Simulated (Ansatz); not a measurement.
**C5H10: up Jacob's ladder to CCSD(T)**

One table from this session's results is given with a row withheld; the runs are named, their logs left out.

Method: functionals in def2-TZVPP, the program's frozen cores in correlated methods; program: Ansatz 0.2.0, Gaussian basis.

The runs, in order: PBE-D4, r2SCAN-D4, PBE0-D4, B3LYP-D4, ωB97X-V, ωB97M-V, B2PLYP; CCSD(T)/def2-TZVPP; MP2/def2-QZVPP; extrapolation to the limit.

## The relaxed structure

All runs share one geometry, relaxed beforehand with PBE0-D4 in a triple-zeta def2 set.

SMILES `C=CCCC`, 15 atoms, charge 0, spin multiplicity 1.

Atoms are counted from 1 here; the program's logs count them from 0.

Bond lengths: C1–C2 1.325 Å, C1–H6 1.084 Å, C1–H7 1.086 Å, C2–C3 1.492 Å, C2–H8 1.090 Å, C3–C4 1.529 Å, C3–H9 1.097 Å, C3–H10 1.095 Å, C4–C5 1.519 Å, C4–H11 1.095 Å, C4–H12 1.096 Å, C5–H13 1.094 Å, C5–H14 1.092 Å, C5–H15 1.092 Å. Angles: C2–C1–H6 121.7°, C2–C1–H7 121.3°, H6–C1–H7 117.0°, C1–C2–C3 125.5°, C1–C2–H8 118.8°, C3–C2–H8 115.7°, C2–C3–C4 113.0°, C2–C3–H9 108.9°, C2–C3–H10 109.6°, C4–C3–H9 108.6°, C4–C3–H10 109.8°, H9–C3–H10 106.8°, C3–C4–C5 113.2°, C3–C4–H11 108.7°, C3–C4–H12 109.0°, C5–C4–H11 109.7°, C5–C4–H12 109.8°, H11–C4–H12 106.1° and more.

Set-up of the first run:

The input, in.yaml:

```yaml
crystal:
  periodic: [false, false, false]
  atoms:
    - {symbol: C, position_ang: [-0.465770, 1.494877, 1.641272]}
    - {symbol: C, position_ang: [-0.106723, 0.249535, 1.363640]}
    - {symbol: C, position_ang: [0.933264, -0.151144, 0.371589]}
    - {symbol: C, position_ang: [0.382834, -1.036474, -0.747195]}
    - {symbol: C, position_ang: [-0.616730, -0.321129, -1.638859]}
    - {symbol: H, position_ang: [-1.232274, 1.716561, 2.374910]}
    - {symbol: H, position_ang: [0.000363, 2.340758, 1.144818]}
    - {symbol: H, position_ang: [-0.605154, -0.569017, 1.882749]}
    - {symbol: H, position_ang: [1.728421, -0.698415, 0.892325]}
    - {symbol: H, position_ang: [1.394788, 0.744587, -0.058264]}
    - {symbol: H, position_ang: [1.219932, -1.402775, -1.349896]}
    - {symbol: H, position_ang: [-0.084480, -1.923369, -0.303896]}
    - {symbol: H, position_ang: [-0.157698, 0.545769, -2.123144]}
    - {symbol: H, position_ang: [-1.472207, 0.041123, -1.064052]}
    - {symbol: H, position_ang: [-0.992367, -0.980986, -2.424098]}
basis:
  gaussian: {orbitals: def2-TZVPP}
hamiltonian: {xc: pbe, dispersion: d4}
output: {forces: true, orbitals: {seedname: orbitals}}
```

The run is started by

```sh
> ansatz run in.yaml --threads 4 --pin off --events-out ev --progress --plain --max-ram 10444MiB
```

Steps of the session up to this table: PBE-D4 (GGA); r2SCAN-D4 (meta-GGA); PBE0-D4 (hybrid); B3LYP-D4 (hybrid); ωB97X-V (range-separated); ωB97M-V (range-separated); B2PLYP (double hybrid); CCSD(T) in def2-TZVPP; MP2 in def2-QZVPP.

One of the session's tables, all rows but one given; the rest of the session is left out.

| method | atomisation energy (kcal/mol) |
| --- | --- |
| PBE-D4 | 1476.5 |
| r2SCAN-D4 | 1452.0 |
| PBE0-D4 | ? |
| B3LYP-D4 | 1451.8 |
| ωB97X-V | 1449.2 |
| ωB97M-V | 1452.4 |
| B2PLYP | 1437.4 |
| HF/def2-TZVPP | 1101.6 |
| MP2/def2-TZVPP | 1432.0 |
| CCSD/def2-TZVPP | 1401.8 |
| CCSD(T)/def2-TZVPP | 1419.0 |
| MP2/CBS | 1461.4 |
| CCSD(T)/CBS | 1448.4 |

**Question.** Estimate the row for PBE0-D4.

**Answer.** atomisation energy (kcal/mol): 1459.9. In the column «atomisation energy (kcal/mol)» it lies between ωB97M-V (1452.4) and MP2/CBS (1461.4).
